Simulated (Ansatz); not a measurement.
Abridged output of a molecular run in Ansatz:

```
Functional definition: HF
  name "HF"
  cite "Fock, Z. Phys. 61, 126 (1930) doi:10.1007/BF01340294"
  parent pbe
  exchange = exact_x
  correlation = 0
1657 factors; integrals over basis functions are off by at most 1.1e-3 eV
mean field evaluation 1: about -6750.5901 eV, gradient 4.2e1 eV
mean field evaluation 2: about -6750.8675 eV, gradient 4.2e1 eV
mean field evaluation 4: about -6754.9975 eV, gradient 4.6e0 eV
mean field evaluation 8: about -6755.0603 eV, gradient 3.0e-1 eV
mean field -6755.06065916 eV, -248.2439004794 hartree, gradient 2.0e-6 eV, S^2 0.000000; 0 other end points of the search recorded, 0 dependent functions left out
5 core orbitals not correlated: weight in the atoms' cores, before any rotation towards them, 1.000 or more for the frozen orbitals, at most 0.000 for the correlated occupied ones
reference -6755.06065916 eV, -248.2439004794 hartree; 16, 16 occupied and 260, 260 virtual orbitals, 1657 factors
second order -26.69352360 eV of doubles, -0.00000000 eV of singles
cycle   1  -27.13335447 eV  change   -4.4e-1 eV  update   1.0e-1
cycle   2  -27.74317889 eV  change   -6.1e-1 eV  update   2.8e-2
cycle   3  -27.86867555 eV  change   -1.3e-1 eV  update   1.4e-2
cycle   4  -27.86118922 eV  change    7.5e-3 eV  update   2.9e-3
cycle   5  -27.86106110 eV  change    1.3e-4 eV  update   1.3e-3
cycle   6  -27.86165575 eV  change   -5.9e-4 eV  update   4.1e-4
cycle   7  -27.86146497 eV  change    1.9e-4 eV  update   1.6e-4
cycle   8  -27.86140563 eV  change    5.9e-5 eV  update   5.0e-5
cycle   9  -27.86141100 eV  change   -5.4e-6 eV  update   1.8e-5
perturbative correction -1.06341492 eV, -0.0390797777 hartree
Total energy: -6783.98548508 eV, -249.3068682262 hartree
```

Its atoms:

Cartesian coordinates in Å:
```
C -1.553 0.339 -1.006
O -1.033 0.033 0.258
C 0.365 0.279 0.396
C 1.187 -0.771 -0.324
N 0.716 0.314 1.777
H -2.639 0.269 -0.938
H -1.285 1.360 -1.314
H -1.211 -0.356 -1.784
H 0.571 1.271 -0.035
H 0.986 -1.757 0.106
H 0.945 -0.809 -1.387
H 2.250 -0.551 -0.219
H 0.131 0.975 2.271
H 0.571 -0.597 2.197
```

Q: Which basis set was used?
A. def2-SVP
B. cc-pV(Q+d)Z
C. def2-SVPD
D. def2-TZVPP

A: D. It gives 281 functions.

Q: Write the keys of the input that set method, charge and spin (a neutral closed shell needs none for the last two).

A: 
```yaml
correlation: {method: ccsd_t}
```
